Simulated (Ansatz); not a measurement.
A structure relaxed at PBE0-D4/def2-TZVP, charge 0, multiplicity 1:

```xyz
10

C    -1.160    0.034   -0.632
O    -0.397    0.979    0.072
C     0.889    0.555    0.369
S     1.025   -0.773    1.612
H    -2.106    0.510   -0.886
H    -0.654   -0.276   -1.558
H    -1.359   -0.854   -0.021
H     1.426    0.231   -0.531
H     1.408    1.407    0.807
H     0.929   -1.813    0.769
```

(1) Give its formula and SMILES.

(2) Summarise the bond lengths by kind.

## Answers

(1) C2H6OS, `COCS`.

(2) 2 × C–O 1.386 to 1.404 Å; 5 × C–H 1.089 to 1.099 Å; 1 × C–S 1.824 Å; 1 × H–S 1.342 Å.

Computed with Ansatz.
